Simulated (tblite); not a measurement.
C3H6F2.
Atom-mapped SMILES: `[CH3:1][C@H:2]([F:3])[CH2:4][F:5]` (hydrogens: H6, H7, H8 on C1; H9 on C2; H10, H11 on C4)

Computed with GFN2-xTB (tblite), gas phase: nudged elastic band of 9 images (0 to 8), spring 0.2 eV/Å², climbing image at the end, force threshold 0.05 eV/Å. No saddle search or frequency run followed, so the top image need not be a first-order saddle, and its height can exceed the method's true barrier by a kcal/mol or more.

Path: rotation about C2–C4 (sp3 C–F carbon, sp3 C–F carbon), followed by the dihedral F3–C2–C4–F5, from 169° to -79°. Start geometry (image 0):
```
atom  x, y, z in Å
C1      1.243   -0.371   -0.067
C2      0.069    0.589   -0.136
F3      0.234    1.599    0.792
C4     -1.266   -0.093    0.170
F5     -1.594   -0.937   -0.857
H6      1.326   -0.785    0.935
H7      1.087   -1.177   -0.778
H8      2.167    0.147   -0.309
H9      0.013    1.079   -1.117
H10    -1.206   -0.694    1.083
H11    -2.067    0.648    0.256
```

The first guess turns that dihedral rigidly in even steps and adds one set of random displacements (0.04 Å standard deviation a coordinate) to every inner image. Energies of the images above image 0 (eV) in the early part of the optimisation:

```
iteration      1      2      3      4      5      6      7      8
        0  0.581  0.617  0.664  0.702  0.718  0.713  0.696  0.077
       10  0.019  0.050  0.090  0.122  0.133  0.126  0.110  0.077
```

Question: Where does the band end, and how far was the first guess from it?

Answer: Final energies, images 1 to 8: 0.009, 0.037, 0.074, 0.104, 0.114, 0.106, 0.088, 0.077 eV. The highest point drops from 0.72 eV (image 5) to 0.114 eV (image 5), by 0.60 eV. Image 5 moved by 0.05 Å rms, its dihedral from -118° to -121°. The end images are fixed. The true force on the top image ends at 0.039 eV/Å, and the largest on any image at 0.06 eV/Å; away from the top, the method drives only the force across the path to zero. The last saved iteration is 30.

The cost below is that of the whole band run. Cost: about 4 s of CPU time on one thread; the machine was shared, so the figure is rough.
